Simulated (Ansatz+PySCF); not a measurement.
Two shapes of doublet SiH₃.

Shape 1:

```xyz
4

Si    0.0000    0.0000    0.0795
H     1.4244    0.0000   -0.3709
H    -0.7122    1.2336   -0.3709
H    -0.7122   -1.2336   -0.3709
```

Shape 2:

```xyz
4

Si    0.0000    0.0000    0.0858
H     1.5384    0.0000   -0.4006
H    -0.7692    1.3323   -0.4006
H    -0.7692   -1.3323   -0.4006
```

Basis set: def2-SVP (spherical functions). Correlated methods keep 5 orbitals frozen. Correlation on ROHF uses semicanonical orbitals with singles. Charge 0, multiplicity 2.

Computed with Ansatz (development build ahead of 0.2.0); each method stands on the lowest determinant of its kind that the runs found.

Problem. Which shape is lower in energy, and by how much in each method?

Solution.

```csv
method,E(2) − E(1) (eV)
ROHF-MP2,0.419
UHF-MP2,0.420
ROHF-CCSD,0.388
UHF-CCSD,0.388
ROHF-CCSD(T),0.379
```

Shape 1 is lower.
